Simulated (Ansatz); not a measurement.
This script drives the Python package of Ansatz (0.2.0).

`scan_c4h5.py`:
```python
import ansatz as az
import numpy as np

GEOMETRY = """
C     1.99810    0.23310   -0.34810
C     0.87190   -0.17460   -0.21060
C    -0.49800   -0.67180   -0.04360
C    -1.42790    0.45510    0.38090
H     2.98670    0.59120   -0.46880
H    -0.50670   -1.46830    0.72920
H    -0.85180   -1.09990   -1.00460
H    -1.46010    1.25340   -0.39150
H    -1.11210    0.88190    1.35710
"""

geometry = az.Crystal.molecule()
for line in GEOMETRY.strip().splitlines():
    symbol, *xyz = line.split()
    geometry = geometry.atom(symbol, [float(v) for v in xyz])

symbols = [site.symbol for site in geometry.cartesian_sites]
start = np.array([site.position_ang for site in geometry.cartesian_sites])
axis = (start[3] - start[2]) / np.linalg.norm(start[3] - start[2])
moving = [3, 7, 8]
lengths, energies = [1.29, 1.4, 1.52, 1.67, 1.9, 2.28, 2.74, 3.35], []
for length in lengths:
    xyz = start.copy()
    xyz[moving] += (length - np.linalg.norm(start[3] - start[2])) * axis
    point = az.Crystal.molecule()
    for symbol, place in zip(symbols, xyz):
        point = point.atom(symbol, place.tolist())
    model = (
        point.calculation()
        .basis(gaussian="def2-SVP")
        .functional("R2SCAN0")
        .spin("collinear", total=1)
    )
    data = model.run(threads=1).report
    energies.append(data["free_energy_ev"])
    print(f"r = {length:6.3f} A  E = {energies[-1]:.5f} eV  <S^2> = {abs(data['mean_field']['state']['spin_squared']):.3f}")

print("energy above the lowest point (eV):", [round(e - min(energies), 3) for e in energies])
```

It is started by `python scan_c4h5.py`. How long does it take on 1 thread of Arm Neoverse V1, on a shared host, and how much memory does it need?

It took about 85 s, with a peak of 0.34 GiB, for 8 runs of the engine.

`python scan_c4h5.py` gives:
```text
r =  1.290 A  E = -4218.17738 eV  <S^2> = 0.755
r =  1.400 A  E = -4219.04861 eV  <S^2> = 0.755
r =  1.520 A  E = -4219.27239 eV  <S^2> = 0.755
r =  1.670 A  E = -4218.98887 eV  <S^2> = 0.756
r =  1.900 A  E = -4218.07099 eV  <S^2> = 0.757
r =  2.280 A  E = -4216.43076 eV  <S^2> = 0.810
r =  2.740 A  E = -4215.39899 eV  <S^2> = 1.501
r =  3.350 A  E = -4215.08189 eV  <S^2> = 1.742
energy above the lowest point (eV): [1.095, 0.224, 0.0, 0.284, 1.201, 2.842, 3.873, 4.191]
```

Caveats:
- Total energies depend on the basis set; only differences at equal settings carry meaning.
- The rest of the molecule is held rigid at a force-field or estimated start geometry, and the basis set is modest; single-reference methods fail as a bond breaks.
- The species is open-shell (spin multiplicity 2).
- The expectation value of S² is noticeably off S(S+1) in at least one run, so that state is spin-contaminated.
